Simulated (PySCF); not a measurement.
What each rung costs, and what it gives

Saddle point of BNH$_{8}$O, singlet (BH₃ + H₂O + NH₃ → BH₃O ([BH2][OH]) + NH₃ + H₂; bonds formed: H2–H7, H5–N8; dative contacts that become bonds: B1–O6; bonds broken: B1–H2, H5–O6, H7–N8), PBE0-D4/def2-TZVP structure:

B1  (-0.897, -0.848, -0.333)
H2  (-0.676, 0.272, -1.053)
H3  (-0.069, -1.626, -0.763)
H4  (-2.038, -1.064, -0.679)
H5  (0.889, 0.447, 0.914)
O6  (-0.699, -0.579, 1.090)
H7  (0.242, 0.556, -0.647)
N8  (1.256, 0.879, 0.055)
H9  (-1.523, -0.320, 1.501)
H10  (1.417, 1.871, 0.171)
H11  (2.098, 0.412, -0.255)
(Å)

Barriers are electronic and count from the start structure reached by relaxing down the imaginary mode.

Computed with PySCF 2.14 with density fitting (its default auxiliary sets; JK sets also for MP2 and CCSD(T)) (basis: as named in each row); correlated methods freeze the cores. B3LYP uses VWN-RPA correlation. Extrapolation: Hartree–Fock as exp(−7.88 √X), correlation as X^−2.97.

Times are rough, for one single point on 4 threads of a shared host (AMD EPYC 7B13).

The estimate by CCSD(T) at an estimated basis limit (MP2 extrapolated from triple and quadruple zeta, plus CCSD(T) − MP2 in triple zeta) is 0.677 eV.

```
   method       basis  time (s)  barrier (eV)  method less estimate
       HF      STO-3G   under 1         2.313                 1.636
 B3LYP-D4       6-31G         3         0.539                -0.138
      MP2  def2-QZVPP         3         0.657                -0.020
  PBE0-D4    def2-SVP         3         0.519                -0.157
   PBE-D4    def2-SVP         4         0.403                -0.274
    SPW92  def2-TZVPP         7         0.298                -0.378
 B3LYP-D4  def2-TZVPP         8         0.597                -0.080
 BHLYP-D4  def2-TZVPP         8         0.716                 0.040
  PBE0-D4  def2-TZVPP         8         0.547                -0.129
   PBE-D4  def2-TZVPP         9         0.447                -0.229
r2SCAN-D4  def2-TZVPP        16         0.496                -0.180
  CCSD(T)    def2-SVP        18         0.737                 0.060
  wB97M-V  def2-TZVPP       190         0.669                -0.007
  CCSD(T)  def2-TZVPP       210         0.716                 0.040
```

All methods are single points on the PBE0-D4 structures.

No T1 diagnostic of these runs exceeds 0.012.

The step is the kind of ligand exchange by which a precursor binds to a hydroxyl group, or is hydrolysed, in atomic layer deposition of oxides.

Labels in which every atom is bracketed show which atoms are joined, not bond orders.
